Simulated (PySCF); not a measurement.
# C₄H₄F₂: core binding energies at several levels of theory, part 3 of 3

PySCF 2.14.0. Atoms count from 0. Earlier steps stand in the parts before.

### 8 Core holes by ΔSCF: SCAN, X2C

What the job is given:

```
{"job": {"kind": "xps", "basis": "def2-TZVP"}, "charge": 0, "multiplicity": 1}
F     -2.137170     1.194160     0.075833
C     -1.485976    -0.005274     0.019592
C     -0.026047     0.166949     0.000200
C      1.090969     0.811696    -0.011667
F      1.718039     1.955762    -0.005249
C      1.286164    -0.642182    -0.028626
H     -1.776055    -0.618147     0.893141
H     -1.807853    -0.550723    -0.887137
H      1.608078    -1.176167     0.882176
H      1.579453    -1.157458    -0.959594
```

With the program's defaults for keys left out, this is: delta-SCF UKS SCAN, def2-TZVP on the ionised atom, pcseg-1 elsewhere, spin-free X2C.

The program printed:

```text
ground state, core basis on atom 0 (F), 121 functions
  cycle   1  E = -354.42303050  |g| = 6.20e-01
  cycle   2  E = -354.34069247  |g| = 9.73e-01
  cycle   3  E = -354.48500535  |g| = 1.09e-01
  cycle   4  E = -354.48705918  |g| = 3.61e-02
  cycle   5  E = -354.48735329  |g| = 9.16e-03
  cycle   6  E = -354.48736645  |g| = 5.99e-03
  cycle   7  E = -354.48737348  |g| = 2.06e-03
  cycle   8  E = -354.48737591  |g| = 4.07e-04
  E(ground) = -354.48955917 Eh
hole in F 1s of atom 0
  cycle   1  E = -328.13592451  |g| = 2.45e+00
  cycle   2  E = -326.82275228  |g| = 2.25e+00
  cycle   3  E = -328.31697551  |g| = 1.09e+00
  cycle   4  E = -328.91281772  |g| = 4.35e-01
  cycle   5  E = -328.93505805  |g| = 3.35e-01
  cycle   6  E = -328.99164472  |g| = 9.41e-02
  cycle   7  E = -328.99509576  |g| = 3.55e-02
  cycle   8  E = -328.99551607  |g| = 7.64e-03
  cycle   9  E = -328.99553835  |g| = 2.20e-03
  cycle  10  E = -328.99553995  |g| = 8.04e-04
  cycle  11  E = -328.99553962  |g| = 2.67e-04
  E(ion) = -329.00421995 Eh   <S^2> = 0.7564   hole on atom = 1.000   binding energy = 693.491 eV
ground state, core basis on atom 1 (C), 121 functions
  cycle   1  E = -354.44938475  |g| = 7.70e-02
  cycle   2  E = -354.44746094  |g| = 1.33e-01
  cycle   3  E = -354.45024069  |g| = 1.33e-02
  cycle   4  E = -354.45027629  |g| = 5.09e-03
  cycle   5  E = -354.45028288  |g| = 1.35e-03
  cycle   6  E = -354.45028325  |g| = 2.08e-04
  E(ground) = -354.45074016 Eh
hole in C 1s of atom 1
  cycle   1  E = -343.10392652  |g| = 1.46e+00
  cycle   2  E = -340.18883540  |g| = 2.47e+00
  cycle   3  E = -343.20601997  |g| = 9.65e-01
  cycle   4  E = -343.56245051  |g| = 4.49e-01
  cycle   5  E = -343.63042906  |g| = 1.25e-01
  cycle   6  E = -343.63498955  |g| = 5.47e-02
  cycle   7  E = -343.63629803  |g| = 2.60e-02
  cycle   8  E = -343.63657160  |g| = 7.82e-03
  cycle   9  E = -343.63661172  |g| = 3.33e-03
  cycle  10  E = -343.63662092  |g| = 2.20e-03
  cycle  11  E = -343.63662672  |g| = 1.03e-03
  cycle  12  E = -343.63662827  |g| = 7.51e-04
  cycle  13  E = -343.63662957  |g| = 4.55e-04
  E(ion) = -343.63805481 Eh   <S^2> = 0.7719   hole on atom = 1.000   binding energy = 294.228 eV
ground state, core basis on atom 2 (C), 121 functions
  cycle   1  E = -354.45177967  |g| = 2.47e-02
  cycle   2  E = -354.45167691  |g| = 3.25e-02
  cycle   3  E = -354.45189336  |g| = 1.19e-02
  cycle   4  E = -354.45192540  |g| = 3.23e-03
  cycle   5  E = -354.45193044  |g| = 8.55e-04
  cycle   6  E = -354.45192816  |g| = 3.64e-04
  E(ground) = -354.45405236 Eh
hole in C 1s of atom 2
  cycle   1  E = -343.17787618  |g| = 1.48e+00
  cycle   2  E = -342.01724678  |g| = 2.01e+00
  cycle   3  E = -343.52247098  |g| = 7.15e-01
  cycle   4  E = -343.69781784  |g| = 3.15e-01
  cycle   5  E = -343.73103396  |g| = 1.03e-01
  cycle   6  E = -343.73523189  |g| = 3.31e-02
  cycle   7  E = -343.73578798  |g| = 1.09e-02
  cycle   8  E = -343.73588798  |g| = 7.50e-03
  cycle   9  E = -343.73595431  |g| = 3.43e-03
  cycle  10  E = -343.73597836  |g| = 2.41e-03
  cycle  11  E = -343.73598428  |g| = 1.02e-03
  cycle  12  E = -343.73598465  |g| = 5.21e-04
  cycle  13  E = -343.73598493  |g| = 1.93e-04
  E(ion) = -343.73739171 Eh   <S^2> = 0.8008   hole on atom = 1.000   binding energy = 291.615 eV
ground state, core basis on atom 3 (C), 121 functions
  cycle   1  E = -354.45391568  |g| = 2.41e-02
  cycle   2  E = -354.45356168  |g| = 4.58e-02
  cycle   3  E = -354.45401884  |g| = 8.06e-03
  cycle   4  E = -354.45403170  |g| = 3.41e-03
  cycle   5  E = -354.45403270  |g| = 7.15e-04
  cycle   6  E = -354.45403336  |g| = 2.23e-04
  E(ground) = -354.45578788 Eh
hole in C 1s of atom 3
  cycle   1  E = -343.10932995  |g| = 1.48e+00
  cycle   2  E = -340.19609830  |g| = 2.62e+00
  cycle   3  E = -343.23469762  |g| = 1.00e+00
  cycle   4  E = -343.56744670  |g| = 5.06e-01
  cycle   5  E = -343.64020204  |g| = 2.54e-01
  cycle   6  E = -343.65983713  |g| = 1.06e-01
  cycle   7  E = -343.66432117  |g| = 2.26e-02
  cycle   8  E = -343.66458076  |g| = 7.42e-03
  cycle   9  E = -343.66464385  |g| = 4.39e-03
  cycle  10  E = -343.66467777  |g| = 3.42e-03
  cycle  11  E = -343.66470245  |g| = 1.90e-03
  cycle  12  E = -343.66470805  |g| = 8.36e-04
  cycle  13  E = -343.66470830  |g| = 4.19e-04
  E(ion) = -343.66624895 Eh   <S^2> = 0.8106   hole on atom = 1.000   binding energy = 293.598 eV
ground state, core basis on atom 4 (F), 121 functions
  cycle   1  E = -354.48708177  |g| = 5.88e-02
  cycle   2  E = -354.48523290  |g| = 1.10e-01
  cycle   3  E = -354.48745788  |g| = 1.79e-02
  cycle   4  E = -354.48752259  |g| = 8.89e-03
  cycle   5  E = -354.48753769  |g| = 8.94e-04
  cycle   6  E = -354.48753666  |g| = 3.37e-04
  E(ground) = -354.48985049 Eh
hole in F 1s of atom 4
  cycle   1  E = -328.08736982  |g| = 2.46e+00
  cycle   2  E = -327.21193328  |g| = 2.27e+00
  cycle   3  E = -328.24816776  |g| = 1.12e+00
  cycle   4  E = -328.81914502  |g| = 5.37e-01
  cycle   5  E = -328.95337383  |g| = 1.33e-01
  cycle   6  E = -328.95827242  |g| = 7.41e-02
  cycle   7  E = -328.96022918  |g| = 1.36e-02
  cycle   8  E = -328.96029775  |g| = 7.14e-03
  cycle   9  E = -328.96032601  |g| = 1.97e-03
  cycle  10  E = -328.96033308  |g| = 1.47e-03
  cycle  11  E = -328.96034013  |g| = 1.26e-03
  cycle  12  E = -328.96035558  |g| = 9.08e-04
  cycle  13  E = -328.96036530  |g| = 5.61e-04
  cycle  14  E = -328.96036730  |g| = 2.24e-04
  E(ion) = -328.96900672 Eh   <S^2> = 0.7631   hole on atom = 1.000   binding energy = 694.458 eV
ground state, core basis on atom 5 (C), 121 functions
  cycle   1  E = -354.44755482  |g| = 9.06e-02
  cycle   2  E = -354.44431078  |g| = 1.64e-01
  cycle   3  E = -354.44872349  |g| = 1.85e-02
  cycle   4  E = -354.44880934  |g| = 4.32e-03
  cycle   5  E = -354.44881370  |g| = 1.40e-03
  cycle   6  E = -354.44881263  |g| = 3.76e-04
  E(ground) = -354.44985299 Eh
hole in C 1s of atom 5
  cycle   1  E = -343.16949826  |g| = 1.47e+00
  cycle   2  E = -342.27597811  |g| = 1.85e+00
  cycle   3  E = -343.60602537  |g| = 5.27e-01
  cycle   4  E = -343.68810795  |g| = 3.01e-01
  cycle   5  E = -343.71449513  |g| = 8.66e-02
  cycle   6  E = -343.71686977  |g| = 4.20e-02
  cycle   7  E = -343.71769391  |g| = 1.50e-02
  cycle   8  E = -343.71781662  |g| = 4.69e-03
  cycle   9  E = -343.71784185  |g| = 3.01e-03
  cycle  10  E = -343.71784639  |g| = 1.41e-03
  cycle  11  E = -343.71784769  |g| = 4.42e-04
  E(ion) = -343.71858917 Eh   <S^2> = 0.7739   hole on atom = 1.000   binding energy = 292.013 eV
```

Run time: 28 s. Hardware: 1 thread of Arm Neoverse V2, shared host; peak memory 0.5 GiB.

Binding energies by hole, beside the orbital energy of the ground state; the difference holds orbital relaxation and, for a density functional, its self-interaction error:

| hole | stands for | environment | ΔSCF (eV) | −ε (eV) | ⟨S²⟩ |
| --- | --- | --- | --- | --- | --- |
| F1s on F0 | F0 | fluorine on an sp3 carbon | 693.49 | 666.7 | 0.756 |
| C1s on C1 | C1 | allylic sp3 CH2 bonded to F | 294.23 | 276.4 | 0.772 |
| C1s on C2 | C2 | fully substituted alkene carbon | 291.62 | 274.4 | 0.801 |
| C1s on C3 | C3 | fully substituted alkene carbon bonded to F | 293.60 | 276.3 | 0.811 |
| F1s on F4 | F4 | vinylic fluorine | 694.46 | 668.0 | 0.763 |
| C1s on C5 | C5 | three-membered-ring carbon | 292.01 | 274.6 | 0.774 |

### 9 Core holes by ΔSCF: SCAN, non-relativistic

Settings changed since step 8:

```diff
@@ -1,2 +1,2 @@
-{"job": {"kind": "xps", "basis": "def2-TZVP"}, "charge": 0, "multiplicity": 1}
+{"job": {"kind": "xps", "x2c": false}, "charge": 0, "multiplicity": 1}
 F     -2.137170     1.194160     0.075833
```

Method: delta-SCF UKS SCAN, pcX-2 on the ionised atom, pcseg-1 elsewhere, non-relativistic.

The program printed:

```text
ground state, core basis on atom 0 (F), 135 functions
  cycle   1  E = -354.20155481  |g| = 6.21e-01
  cycle   2  E = -354.12091428  |g| = 9.73e-01
  cycle   3  E = -354.26241574  |g| = 1.10e-01
  cycle   4  E = -354.26433760  |g| = 4.18e-02
  cycle   5  E = -354.26471392  |g| = 1.23e-02
  cycle   6  E = -354.26473388  |g| = 8.42e-03
  cycle   7  E = -354.26475106  |g| = 2.14e-03
  cycle   8  E = -354.26475373  |g| = 4.81e-04
  E(ground) = -354.26720293 Eh
hole in F 1s of atom 0
  cycle   1  E = -327.93814918  |g| = 2.57e+00
  cycle   2  E = -326.58567933  |g| = 2.51e+00
  cycle   3  E = -328.22655049  |g| = 1.03e+00
  cycle   4  E = -328.72568013  |g| = 4.59e-01
  cycle   5  E = -328.76699512  |g| = 3.23e-01
  cycle   6  E = -328.81946440  |g| = 8.84e-02
  cycle   7  E = -328.82252245  |g| = 3.41e-02
  cycle   8  E = -328.82291528  |g| = 6.54e-03
  cycle   9  E = -328.82292834  |g| = 2.46e-03
  cycle  10  E = -328.82293033  |g| = 8.01e-04
  cycle  11  E = -328.82293066  |g| = 2.67e-04
  E(ion) = -328.83175191 Eh   <S^2> = 0.7571   hole on atom = 1.000   binding energy = 692.134 eV
ground state, core basis on atom 1 (C), 135 functions
  cycle   1  E = -354.22618294  |g| = 8.05e-02
  cycle   2  E = -354.22450051  |g| = 1.24e-01
  cycle   3  E = -354.22689968  |g| = 1.71e-02
  cycle   4  E = -354.22689332  |g| = 1.68e-02
  cycle   5  E = -354.22696315  |g| = 1.98e-03
  cycle   6  E = -354.22696425  |g| = 2.59e-04
  E(ground) = -354.22709419 Eh
hole in C 1s of atom 1
  cycle   1  E = -342.88162294  |g| = 1.50e+00
  cycle   2  E = -339.86117854  |g| = 2.66e+00
  cycle   3  E = -343.05316935  |g| = 9.11e-01
  cycle   4  E = -343.35781320  |g| = 4.53e-01
  cycle   5  E = -343.42370763  |g| = 1.23e-01
  cycle   6  E = -343.42758735  |g| = 6.01e-02
  cycle   7  E = -343.42908177  |g| = 3.07e-02
  cycle   8  E = -343.42947487  |g| = 8.20e-03
  cycle   9  E = -343.42951475  |g| = 2.85e-03
  cycle  10  E = -343.42952238  |g| = 2.02e-03
  cycle  11  E = -343.42952805  |g| = 9.39e-04
  cycle  12  E = -343.42953100  |g| = 5.74e-04
  cycle  13  E = -343.42953192  |g| = 5.24e-04
  cycle  14  E = -343.42953147  |g| = 3.31e-04
  E(ion) = -343.43090348 Eh   <S^2> = 0.7732   hole on atom = 1.000   binding energy = 293.779 eV
ground state, core basis on atom 2 (C), 135 functions
  cycle   1  E = -354.22756287  |g| = 4.39e-02
  cycle   2  E = -354.22738353  |g| = 3.56e-02
  cycle   3  E = -354.22744387  |g| = 3.14e-02
  cycle   4  E = -354.22767266  |g| = 7.09e-03
  cycle   5  E = -354.22768657  |g| = 1.15e-03
  cycle   6  E = -354.22768466  |g| = 4.22e-04
  E(ground) = -354.22934331 Eh
hole in C 1s of atom 2
  cycle   1  E = -342.95587792  |g| = 1.52e+00
  cycle   2  E = -341.73918017  |g| = 2.18e+00
  cycle   3  E = -343.36690071  |g| = 6.40e-01
  cycle   4  E = -343.48135353  |g| = 3.66e-01
  cycle   5  E = -343.52622559  |g| = 1.06e-01
  cycle   6  E = -343.53021972  |g| = 3.58e-02
  cycle   7  E = -343.53080991  |g| = 1.36e-02
  cycle   8  E = -343.53092747  |g| = 7.81e-03
  cycle   9  E = -343.53097742  |g| = 3.38e-03
  cycle  10  E = -343.53100256  |g| = 2.27e-03
  cycle  11  E = -343.53100783  |g| = 1.01e-03
  cycle  12  E = -343.53100770  |g| = 5.37e-04
  cycle  13  E = -343.53100842  |g| = 1.60e-04
  E(ion) = -343.53236993 Eh   <S^2> = 0.8012   hole on atom = 1.000   binding energy = 291.079 eV
ground state, core basis on atom 3 (C), 135 functions
  cycle   1  E = -354.23050312  |g| = 4.07e-02
  cycle   2  E = -354.23042760  |g| = 2.37e-02
  cycle   3  E = -354.23033596  |g| = 3.04e-02
  cycle   4  E = -354.23054566  |g| = 5.14e-03
  cycle   5  E = -354.23055044  |g| = 9.36e-04
  cycle   6  E = -354.23055234  |g| = 2.66e-04
  E(ground) = -354.23189862 Eh
hole in C 1s of atom 3
  cycle   1  E = -342.88669540  |g| = 1.51e+00
  cycle   2  E = -339.84887926  |g| = 2.82e+00
  cycle   3  E = -343.07386927  |g| = 9.60e-01
  cycle   4  E = -343.35612056  |g| = 5.26e-01
  cycle   5  E = -343.43594756  |g| = 2.45e-01
  cycle   6  E = -343.45456815  |g| = 9.98e-02
  cycle   7  E = -343.45839860  |g| = 2.58e-02
  cycle   8  E = -343.45871358  |g| = 7.63e-03
  cycle   9  E = -343.45876976  |g| = 4.31e-03
  cycle  10  E = -343.45880131  |g| = 3.21e-03
  cycle  11  E = -343.45882300  |g| = 1.85e-03
  cycle  12  E = -343.45882734  |g| = 8.70e-04
  cycle  13  E = -343.45882884  |g| = 5.01e-04
  cycle  14  E = -343.45882968  |g| = 1.44e-04
  E(ion) = -343.46029638 Eh   <S^2> = 0.8112   hole on atom = 1.000   binding energy = 293.110 eV
ground state, core basis on atom 4 (F), 135 functions
  cycle   1  E = -354.26476064  |g| = 6.60e-02
  cycle   2  E = -354.26365404  |g| = 8.53e-02
  cycle   3  E = -354.26478314  |g| = 3.43e-02
  cycle   4  E = -354.26499701  |g| = 1.30e-02
  cycle   5  E = -354.26503513  |g| = 7.84e-04
  cycle   6  E = -354.26503402  |g| = 3.35e-04
  E(ground) = -354.26763574 Eh
hole in F 1s of atom 4
  cycle   1  E = -327.89033399  |g| = 2.57e+00
  cycle   2  E = -326.98179111  |g| = 2.52e+00
  cycle   3  E = -328.13499866  |g| = 1.07e+00
  cycle   4  E = -328.60015651  |g| = 6.14e-01
  cycle   5  E = -328.78207143  |g| = 1.18e-01
  cycle   6  E = -328.78505503  |g| = 8.05e-02
  cycle   7  E = -328.78736420  |g| = 1.31e-02
  cycle   8  E = -328.78742423  |g| = 6.98e-03
  cycle   9  E = -328.78745123  |g| = 2.06e-03
  cycle  10  E = -328.78745855  |g| = 1.50e-03
  cycle  11  E = -328.78746570  |g| = 1.28e-03
  cycle  12  E = -328.78748259  |g| = 9.40e-04
  cycle  13  E = -328.78749310  |g| = 5.51e-04
  cycle  14  E = -328.78749383  |g| = 2.20e-04
  E(ion) = -328.79628564 Eh   <S^2> = 0.7637   hole on atom = 1.000   binding energy = 693.111 eV
ground state, core basis on atom 5 (C), 135 functions
  cycle   1  E = -354.22316390  |g| = 9.90e-02
  cycle   2  E = -354.21981510  |g| = 1.67e-01
  cycle   3  E = -354.22433041  |g| = 2.27e-02
  cycle   4  E = -354.22437361  |g| = 1.85e-02
  cycle   5  E = -354.22445752  |g| = 2.39e-03
  cycle   6  E = -354.22445591  |g| = 4.75e-04
  E(ground) = -354.22513697 Eh
hole in C 1s of atom 5
  cycle   1  E = -342.94703886  |g| = 1.50e+00
  cycle   2  E = -341.99085750  |g| = 2.02e+00
  cycle   3  E = -343.42601502  |g| = 4.75e-01
  cycle   4  E = -343.47766015  |g| = 3.23e-01
  cycle   5  E = -343.50822146  |g| = 8.98e-02
  cycle   6  E = -343.51063458  |g| = 4.31e-02
  cycle   7  E = -343.51146202  |g| = 1.66e-02
  cycle   8  E = -343.51160555  |g| = 6.24e-03
  cycle   9  E = -343.51163330  |g| = 2.75e-03
  cycle  10  E = -343.51163875  |g| = 2.00e-03
  cycle  11  E = -343.51164069  |g| = 4.39e-04
  E(ion) = -343.51231845 Eh   <S^2> = 0.7756   hole on atom = 1.000   binding energy = 291.511 eV
```

Run time: 31 s. Hardware: 1 thread of Arm Neoverse V2, shared host; peak memory 0.5 GiB.

The holes in one table. −ε is the ground-state orbital energy:

| hole | stands for | environment | ΔSCF (eV) | −ε (eV) | ⟨S²⟩ |
| --- | --- | --- | --- | --- | --- |
| F1s on F0 | F0 | fluorine on an sp3 carbon | 692.13 | 666.1 | 0.757 |
| C1s on C1 | C1 | allylic sp3 CH2 bonded to F | 293.78 | 276.4 | 0.773 |
| C1s on C2 | C2 | fully substituted alkene carbon | 291.08 | 274.4 | 0.801 |
| C1s on C3 | C3 | fully substituted alkene carbon bonded to F | 293.11 | 276.4 | 0.811 |
| F1s on F4 | F4 | vinylic fluorine | 693.11 | 667.4 | 0.764 |
| C1s on C5 | C5 | three-membered-ring carbon | 291.51 | 274.6 | 0.776 |

### 10 What came out

What follows sums up all 3 parts.

| quantity | value |
| --- | --- |
| C1s binding energies, SCAN/pcX-2 | C1 293.88, C3 293.21, C5 291.61, C2 291.18 eV |
| F1s binding energies, SCAN/pcX-2 | F4 693.75, F0 692.78 eV |
| C1s binding energies, B3LYP/pcX-2 | C1 293.97, C3 293.33, C5 291.72, C2 291.33 eV |
| F1s binding energies, B3LYP/pcX-2 | F4 693.46, F0 692.47 eV |
| C1s binding energies, PBE0/pcX-2 | C1 293.41, C3 292.80, C5 291.20, C2 290.84 eV |
| F1s binding energies, PBE0/pcX-2 | F4 692.91, F0 691.90 eV |
| C1s binding energies, PBE/pcX-2 | C1 292.86, C3 292.26, C5 290.72, C2 290.37 eV |
| F1s binding energies, PBE/pcX-2 | F4 692.62, F0 691.62 eV |
| F1s binding energies, HF/pcX-2 | F4 692.98, F0 691.91 eV |
| C1s binding energies, HF/pcX-2 (standing for 2 of 4 atoms) | C1 294.08, C5 291.65 eV |
| C1s binding energies, SCAN/pcX-1 | C1 293.88, C3 293.27, C5 291.64, C2 291.21 eV |
| F1s binding energies, SCAN/pcX-1 | F4 693.92, F0 692.86 eV |
| C1s binding energies, SCAN/def2-TZVP | C1 294.23, C3 293.60, C5 292.01, C2 291.62 eV |
| F1s binding energies, SCAN/def2-TZVP | F4 694.46, F0 693.49 eV |
| C1s binding energies, SCAN/pcX-2, non-relativistic | C1 293.78, C3 293.11, C5 291.51, C2 291.08 eV |
| F1s binding energies, SCAN/pcX-2, non-relativistic | F4 693.11, F0 692.13 eV |

**Reading.** Single values in the summary come from the first sound run of each kind (SCAN/pcX-2), which need not be the best level. At SCAN/pcX-2: F4 (vinylic fluorine) binds its F1s electron 0.98 eV more tightly than F0 (fluorine on an sp3 carbon). At PBE0/pcX-2: The F1s levels kept as sound span 1.01 eV, from F0 (fluorine on an sp3 carbon) up to F4 (vinylic fluorine). At HF/pcX-2: The F1s levels kept as sound span 1.07 eV, from F0 (fluorine on an sp3 carbon) up to F4 (vinylic fluorine). At HF/pcX-2: The C1s levels kept as sound span 2.43 eV, from C5 (three-membered-ring carbon) up to C1 (allylic sp3 CH2 bonded to F). Only 2 of the 4 C atoms are covered by sound results. At SCAN/pcX-1: C1 (allylic sp3 CH2 bonded to F) binds its C1s electron 2.66 eV more tightly than C2 (fully substituted alkene carbon). At SCAN/def2-TZVP: C1 (allylic sp3 CH2 bonded to F) binds its C1s electron 2.61 eV more tightly than C2 (fully substituted alkene carbon). At SCAN/pcX-2, non-relativistic: The C1s levels kept as sound span 2.70 eV, from C2 (fully substituted alkene carbon) up to C1 (allylic sp3 CH2 bonded to F).
